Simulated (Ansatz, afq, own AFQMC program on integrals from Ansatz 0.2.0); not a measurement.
# MgGeH2, triplet in cc-pVDZ, levels against CCSDT(Q)

```xyz
4

Ge    0.0000   -0.0303    0.5186
Mg    0.0000    0.0481   -1.4839
H     0.0000    1.1048    1.5826
H     0.0000   -0.0794   -3.1771
```

Connectivity, by distances: GeH–MgH.

Basis cc-pVDZ. Noble-gas cores (and the filled d shells of Ga–Kr and In–Xe) are frozen. AFQMC by an in-house program on the Cholesky factors that Ansatz 0.2.0 writes for its CCSD(T) run. The CISD trial takes its coefficients from CCSD amplitudes. Released means that phaseless walkers are propagated on without the constraint, phases kept. Free projection: walkers drawn from exp(T), propagated without any constraint. Its projection time is finite, and what remains of the start isn't in its error. ± is one standard error of the sampling. No spin–orbit coupling.

Determinant: ROHF, the one that the program's search chose, which needn't be the lowest solution. The geometry is a point of a scan.

No full CI on the walks' own integrals is used here; CCSDT(Q) serves as the reference and is uncertain by about the last step of the cluster series.

Cautions: no relativity below Rb; no spin-orbit coupling; inner d shell frozen; lower spins were not checked.

```
T1 diagnostic                               : 0.0222
weight of the determinant in the CISD state : 0.904
size of the correlated space                : 8 electrons in 36 orbitals
```

Reference: CCSDT(Q), correlation energy -3.634 eV. The released energy is read at 2.40 1/Eh (meV from the phaseless value at times in 1/Eh: 1 ± 6 at 0.24, -2 ± 6 at 0.51, 4 ± 5 at 0.99, 1 ± 5 at 1.62, 3 ± 6 at 2.40).

```json
{"level": "HF", "E − E(reference) (kJ/mol)": "350.6", "share of correlation (%)": "0.00"}
{"level": "MP2", "E − E(reference) (kJ/mol)": "82.8", "share of correlation (%)": "76.39"}
{"level": "CCSD", "E − E(reference) (kJ/mol)": "9.2", "share of correlation (%)": "97.37"}
{"level": "CCSD(T)", "E − E(reference) (kJ/mol)": "2.2", "share of correlation (%)": "99.38"}
{"level": "CCSDT", "E − E(reference) (kJ/mol)": "0.3", "share of correlation (%)": "99.92"}
{"level": "ph-AFQMC/HF", "E − E(reference) (kJ/mol)": "-3.4 ± 3.2", "share of correlation (%)": "100.97"}
{"level": "ph-AFQMC/CISD", "E − E(reference) (kJ/mol)": "-0.5 ± 0.9", "share of correlation (%)": "100.15"}
{"level": "released AFQMC", "E − E(reference) (kJ/mol)": "-0.2 ± 0.6", "share of correlation (%)": "100.07"}
{"level": "free AFQMC", "E − E(reference) (kJ/mol)": "-0.3 ± 0.8", "share of correlation (%)": "100.09"}
```

Free projections are given only where their last times agree within the noise and don't stop above the reference; a slow remainder of the start can still hide under it. A walk keeps the symmetry of its determinant, which the program's search chose and which needn't be the lowest solution, so a lower state of the same spin and another symmetry isn't excluded. Released energies are given only where the last usable release times agree within the noise; a slower fall can still hide under it.
